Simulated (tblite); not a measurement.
H4NSi (doublet state).
Geometry (GFN2-xTB, Å), atoms numbered from 1 in this order:
```xyz
6
H4NSi angstrom
N     -0.8908   -0.1017    0.1823
Si     0.8093    0.1415    0.3158
H     -1.5170    0.6514    0.4165
H     -1.2505   -0.6012   -0.6204
H      1.4317   -1.1728    0.3049
H      1.4205    1.0848   -0.6208
```

All values are computed: GFN2-xTB (tblite) harmonic vibrations without scaling, gas phase. This tight-binding method is rough: wavenumbers can miss measured ones by several per cent, in bad cases by 10 to 20. Modes of hydrogen on silicon can be 10 to 20 % off. One conformer, not necessarily the lowest. Open shells enter through the occupations alone, without spin polarisation, and single modes of such species can be off by tens of per cent.

Harmonic wavenumbers (cm⁻¹): 193.8, 501.0, 541.8, 580.4, 763.2, 824.2, 895.6, 1529.9, 2231.1, 2322.7, 3387.5, 3497.6.

A = 98362, B = 13567, C = 12879 MHz; mass 46.011 u (most abundant isotopes); point group C1, symmetry number 1; spin multiplicity 2.

Q: What is the zero-point energy?

A: Half the sum of the wavenumbers: 8634 cm⁻¹ = 103.29 kJ/mol.

Q: What is S at 500 K and 1 bar for an ideal gas of classical rigid rotors and harmonic oscillators?

A: Translation 167.35, rotation 92.07, vibration 38.88, spin (R ln 2) 5.76: S = 304.1 J/(mol K).

Q: And Cp and H(500 K) − H(0)?

A: Cp = 80.82 J/(mol K), of which vibrations give 47.56 (their classical limit is 12 R = 99.8); H(500 K) − H(0) = 28.28 kJ/mol without the zero-point energy, 11.65 from vibrations.

Q: How do the functions run with temperature in this model?

A: 
```tsv
T (K)	S (J/(mol K))	Cp (J/(mol K))	H − H(0) (kJ/mol)	G − H(0) (kJ/mol)	ln q(vib)
150	230.4	44.0	5.54	-29.02	0.19
250	256.0	57.6	10.62	-53.39	0.56
298.15	266.7	63.5	13.54	-65.98	0.79
400	286.8	73.5	20.55	-94.19	1.32
600	319.3	86.7	36.66	-154.94	2.43
900	357.2	99.9	64.78	-256.67	4.05
```

q(vib) and H(0) count from the zero-point level.

Q: What must be added to the electronic energy to get the Gibbs energy at 500 K and 1 bar?

A: ZPE + [H(500 K) − H(0)] − T·S = 103.29 + 28.28 − 152.03 = -20.46 kJ/mol.

Q: Which modes carry the vibrational entropy at 500 K?

A: 193.8 cm⁻¹: 13.28; 501.0 cm⁻¹: 5.96; 541.8 cm⁻¹: 5.42; 580.4 cm⁻¹: 4.95; 763.2 cm⁻¹: 3.27; 824.2 cm⁻¹: 2.84 J/(mol K); the other 6 give 3.17 together.

Hindered rotation and anharmonicity are outside this model. Other conformers, if any are populated, would add a mixing term that is left out. The structure is chiral; the term R ln 2 for an equal mix with its mirror image is left out.

On Arm Neoverse V2, one thread, shared host with 96 logical CPUs at a one-minute load of 44, this took under 0.1 s of wall time. The figure is for the frequency step alone.
